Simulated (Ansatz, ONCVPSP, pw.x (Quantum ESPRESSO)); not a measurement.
Equation-of-state test of one ONCV potential (magnesium (Mg))

* Element: magnesium
* Generator: ONCVPSP 4.0.1.1 (patched build)
* Type: optimised norm-conserving Vanderbilt (ONCV)
* Functional: LDA (Perdew-Wang 92)
* Relativity: scalar-relativistic
* Frozen core: [Ne]
* Valence charge: 2
* Reference configuration: 3s2
* Partial waves: 3s: rc 1.85 bohr, ncon 4, nbas 7, qcut 2.8 1/bohr, 2 projectors, debl 3.4 Ha; p scattering state at 0.17 Ha: rc 1.65 bohr, ncon 3, nbas 7, qcut 5.4 1/bohr, 2 projectors, debl 1 Ha; d scattering state at 0.05 Ha: rc 1.65 bohr, ncon 4, nbas 8, qcut 6.1 1/bohr, 2 projectors, debl 2.5 Ha
* Local potential: polynomial inside 1.35 bohr (lpopt 5, dvloc0 0 Ha)
* Core correction: none

Atomic tests: cutoffs needed: 3.8 Ha and 12 Ha (the cutoffs (Ha) at which the residual kinetic energy of the hardest occupied pseudo-wave falls to 1 and 0.1 mHa per electron) The cutoffs count occupied waves only; projector 2 of the p channel, the hardest unoccupied one, needs 72 Ha at the loose tolerance.; ghost test: ghosts flagged at negative energy: p at -31.2 eV; GHOST(+) flagged for s at 110.2 eV; a true bound ghost makes a file unfit for plane-wave use; configuration tests: 1 of 4 tests not solved or not reliable.

Crystal test: bcc Mg in pw.x 7.5, no spin, 13³ k-points, Fermi–Dirac smearing 0.01 Ry, cutoffs 35/140 Ry. The reference is all-electron LAPW (Ansatz 0.2.0) with the same functional, mesh and smearing; V0 and B0 come from Birch–Murnaghan fits to the pressures at five volumes. Errors are pseudo minus all-electron; Δ is the rms difference of the E(V) curves that follow from these fits, minima aligned, over ±6 % about the mean V0. Mesh and smearing are coarse, so the numbers serve the comparison and aren't converged zero-temperature values; the lattice is a test structure that the element need not adopt.

All-electron: a0 = 3.513 Å (V0 = 21.67 Å³/atom), B0 = 38.2 GPa.

Problem. How far does the potential miss the all-electron equation of state?

Solution. converged, but broken (pressure over 100 GPa off). The pressure does not cross zero within the volumes sampled, so no fit is given. The pseudo pressure rises with volume over the whole range, a mechanical instability. Note: ghosts flagged at negative energy: p at -31.2 eV; GHOST(+) flagged for s at 110.2 eV. A true bound ghost makes a file unfit for plane-wave use. Atomic configuration tests: 1 of 4 tests not solved or not reliable. A pressure error of this size marks a broken potential; the numbers have no physical meaning.

```tsv
V (Å³/atom)	P all-electron (GPa)	P pseudo (GPa)
20.498	2.38	-194.98
21.038	1.20	-194.00
21.577	0.17	-191.61
22.116	-0.75	-188.16
22.656	-1.55	-182.45
```

Problem. At the middle volume, how do free energy and pressure move when the wave cutoff is lowered (ecutrho kept at four times it)?

Solution.

| cutoff (Ry) | shift of F (meV/atom) | shift of P (GPa) |
| --- | --- | --- |
| 16 | +21906.9 | +188.59 |
| 21 | +21848.6 | +186.21 |
| 28 | +15170.6 | -216.93 |

The run at the middle volume (84 k-points, 28 iterations) took about 24 s on one core of a shared host (Neoverse-N1, 64 threads, 124 GiB, load 59).
